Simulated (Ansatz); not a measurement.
The input, for Ansatz 0.2.0:

```yaml
crystal:
  periodic: [false, false, false]
  atoms:
    - {symbol: C, position_ang: [0.084046, -0.804641, 0.764002]}
    - {symbol: C, position_ang: [-0.080828, 0.482610, 1.026817]}
    - {symbol: Si, position_ang: [-0.004208, 0.095175, -0.829529]}
    - {symbol: H, position_ang: [0.078901, 1.185383, 1.774673]}
basis:
  gaussian: {orbitals: cc-pVDZ}
magnetization: {spin_polarized: false, initial_magnetization: 1}
correlation: {method: bccd_t, electrons: outside_noble_gas}
```

```sh
$ ansatz run in.yaml --threads 1 --pin off --events-out ev --progress --plain --max-ram 2393MiB
```

**Question.** Roughly how long does this take on 1 thread of Arm Neoverse V1, shared host, and how much host memory?

**Answer.** 4.5 s wall and 0.17 GiB.

```
493 factors; integrals over basis functions are off by at most 1.0e-3 eV
mean field evaluation 1: about -9933.2630 eV, gradient 2.1e1 eV
mean field evaluation 2: about -9933.2682 eV, gradient 2.1e1 eV
mean field evaluation 4: about -9934.8905 eV, gradient 3.1e0 eV
mean field evaluation 8: about -9934.9895 eV, gradient 1.7e-1 eV
mean field evaluation 16: about -9934.8852 eV, gradient 3.1e0 eV
mean field evaluation 32: about -9934.4484 eV, gradient 6.7e0 eV
mean field evaluation 64: about -9932.0834 eV, gradient 9.8e-1 eV
mean field evaluation 96: about -9925.0122 eV, gradient 1.4e1 eV
mean field evaluation 128: about -9932.5721 eV, gradient 7.7e-2 eV
mean field evaluation 160: about -9930.3457 eV, gradient 1.3e1 eV
mean field -9934.99015813 eV, -365.1041541331 hartree, gradient 2.8e-6 eV, S^2 0.750000; 6 other end points of the search recorded, 0 dependent functions left out
mean field evaluation 192: about -9935.1543 eV, gradient 2.1e-1 eV
determinant -9934.99015813 eV, -365.1041541331 hartree, with singles and doubles -9944.28532105 eV, -365.4457450699 hartree
determinant -9932.57202813 eV, -365.0152894948 hartree, with singles and doubles -9942.18278519 eV, -365.3684783023 hartree
determinant -9932.05394217 eV, -364.9962501867 hartree, with singles and doubles -9941.55031608 eV, -365.3452354912 hartree
7 core orbitals not correlated: weight in the atoms' cores, before any rotation towards them, 1.000 or more for the frozen orbitals, at most 0.000 for the correlated occupied ones
reference -9934.99015813 eV, -365.1041541331 hartree; 7, 6 occupied and 37, 38 virtual orbitals, 493 factors
second order -8.52675267 eV of doubles, -0.09146629 eV of singles
cycle   1  -9.27494016 eV  change    2.0e-2 eV  update   9.7e-3
cycle   2  -9.28231069 eV  change   -7.4e-3 eV  update   4.2e-3
cycle   3  -9.28131325 eV  change    1.0e-3 eV  update   2.7e-3
cycle   4  -9.27824652 eV  change    3.1e-3 eV  update   1.6e-3
cycle   5  -9.27961895 eV  change   -1.4e-3 eV  update   6.8e-4
cycle   6  -9.27965517 eV  change   -3.6e-5 eV  update   2.9e-4
cycle   7  -9.27967365 eV  change   -1.8e-5 eV  update   1.5e-4
cycle   8  -9.27965911 eV  change    1.5e-5 eV  update   9.2e-5
cycle   9  -9.27964575 eV  change    1.3e-5 eV  update   5.0e-5
cycle  10  -9.27963451 eV  change    1.1e-5 eV  update   2.6e-5
cycle  11  -9.27964273 eV  change   -8.2e-6 eV  update   1.4e-5
perturbative correction -0.49712715 eV, -0.0182690858 hartree
Total energy: -9944.76692801 eV, -365.4634437991 hartree
```

For the same geometry and basis UCCSDT(Q) lies 62.5 meV lower.
